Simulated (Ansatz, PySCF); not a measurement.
System: CHCl₂ (charge 0, doublet). It need not be the lowest isomer of its formula. 
Coordinates optimised at B3LYP-D3(BJ)/def2-TZVP (Ansatz, a first-principles code):
SMILES: Cl[CH]Cl
```xyz
4

C      0.1584    -0.0036     0.6688
Cl    -0.0688     1.4728    -0.1507
Cl    -0.0358    -1.4714    -0.1744
H      0.8276    -0.0029     1.5147
```
Charge 0, spin multiplicity 2.

Property: atomisation energy (electronic, to ground-state atoms), in kcal/mol. Correlated levels leave the core frozen unless marked. UHF or UKS for open shells. Spin-orbit coupling is left out. Non-relativistic. The coupled-cluster limit lacks core correlation, which all-electron functionals hold. CBS(X,Y): correlation extrapolated as X^-3; Hartree-Fock from the larger set. The bracket is a focal-point correction in the basis named.

```csv
level,program,atomisation energy (kcal/mol)
HF/STO-3G,Ansatz,204.3
HF-D3(BJ)/def2-TZVPD,PySCF + dftd3,198.8
RI-HF/cc-pV(Q+d)Z,Ansatz,182.2
PBE-D3(BJ)/def2-TZVPD,Ansatz + dftd3,285.6
revPBE-D4/def2-TZVPD,Ansatz + dftd4,276.2
revPBE/def2-TZVPD,Ansatz,270.3
r2SCAN-D3(BJ)/def2-TZVPD,Ansatz + dftd3,276.3
```

Question: Estimate the value at RI-MP2/CBS(aug-cc-pV(T+d)Z,aug-cc-pV(Q+d)Z)+[CCSD(T)-MP2]/aug-cc-pV(T+d)Z as computed with Ansatz.

Answer: 267.7 kcal/mol, so r2SCAN-D3(BJ)/def2-TZVPD differs from it by 8.6 kcal/mol.
